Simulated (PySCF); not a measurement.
Geometries of 3 isomers of C3H6O2S, from PySCF 2.14.0, PBE0-D3(BJ)/def2-SVP geometry optimisation, gas phase. One conformer each, no zero-point energy, no frequencies.

Question: Which isomer lies lowest at this level?
A.
```xyz
12
angstrom
C      1.782    0.771   -0.226
O      0.443    0.352   -0.040
C      0.132   -0.917   -0.272
S      1.165   -2.089   -0.765
O     -1.149   -1.150   -0.057
C     -2.003   -0.098    0.364
H      1.798    1.839    0.024
H      2.457    0.204    0.431
H      2.095    0.607   -1.267
H     -2.996   -0.548    0.473
H     -2.036    0.709   -0.383
H     -1.672    0.321    1.326
```
B.
```xyz
12
angstrom
C      1.978   -0.079    0.753
C      1.090    0.191   -0.198
S     -0.551    0.698    0.260
C     -1.588   -0.631   -0.325
O     -0.636    0.711    1.719
O     -0.867    1.885   -0.527
H      3.014   -0.329    0.512
H      1.676   -0.037    1.805
H      1.296    0.204   -1.272
H     -1.472   -0.734   -1.411
H     -1.326   -1.555    0.206
H     -2.614   -0.322   -0.081
```
C.
```xyz
12
angstrom
O      1.740    0.177   -1.693
S      1.211    0.182   -0.338
O      2.074    0.408    0.815
C     -0.340    1.114   -0.150
C     -0.983   -0.132    0.490
C      0.047   -1.174    0.012
H     -0.728    1.360   -1.149
H     -0.238    2.017    0.466
H     -0.987   -0.055    1.585
H     -2.007   -0.329    0.149
H     -0.215   -1.670   -0.933
H      0.426   -1.899    0.745
```

Answer: A. That is `O(C(OC)=S)C`, 41.9 kcal/mol below the next.

```json
{"SMILES": "COC(=S)OC", "atoms numbered as above": "[CH3:1][O:2][C:3](=[S:4])[O:5][CH3:6]", "E (Eh)": "-665.79555", "relative (kcal/mol)": "0.0", "relative (kJ/mol)": "0.0", "dipole (D)": "4.11"}
{"SMILES": "O=S1(=O)CCC1", "atoms numbered as above": "[O:1]=[S:2]1(=[O:3])[CH2:4][CH2:5][CH2:6]1", "E (Eh)": "-665.72883", "relative (kcal/mol)": "41.9", "relative (kJ/mol)": "175.2", "dipole (D)": "4.75"}
{"SMILES": "C=CS(C)(=O)=O", "atoms numbered as above": "[CH2:1]=[CH:2][S:3]([CH3:4])(=[O:5])=[O:6]", "E (Eh)": "-665.71371", "relative (kcal/mol)": "51.4", "relative (kJ/mol)": "214.9", "dipole (D)": "4.45"}
```

As drawn, the lowest has a C=S bond, which the highest lacks; the highest has an S=O bond and a C=C bond outside aromatic rings, which the lowest lacks.
